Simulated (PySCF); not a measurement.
**H$_{3}$Si–Br, singlet: the ladder up to RCCSDT(Q)**

Geometry: a PBE0/def2-TZVP stationary point for this spin, not checked as a minimum.

```xyz
5

Si   -1.5849   -0.0109    0.0039
Br    0.6347    0.0044   -0.0016
H    -2.0621    1.3906    0.0069
H    -2.0445   -0.7181    1.2208
H    -2.0506   -0.7149   -1.2124
```

Basis cc-pVDZ; PySCF 2.14.0. Only valence electrons are correlated (noble-gas cores and the filled d shells of p-block atoms frozen), which leaves 14 electrons in 41 orbitals. R marks a restricted (for open shells ROHF) determinant. No spin–orbit coupling is included, and no scalar relativity.

Full CI isn't at hand for all of this; RCCSDT(Q) serves as the reference, and is uncertain by the last step of the cluster series or more.

- T1 diagnostic (ROHF- or RHF-based CCSD): 0.0090
- largest doubles amplitude (ROHF- or RHF-based CCSD): 0.035

From what is known of these methods and the diagnostics, rank them by the size of their error in total energy against RCCSDT(Q) in cc-pVDZ, smallest first (an estimate: the text doesn't fix the numbers).
A. RCCSDT
B. RCCSD(T)
C. RMP2
D. RCCSD
E. RHF

A (10 meV), B (29 meV), D (163 meV), C (1080 meV), E (7040 meV).

All errors are against RCCSDT(Q) in cc-pVDZ. Within each family the higher level lies nearer, as is usual though not guaranteed.
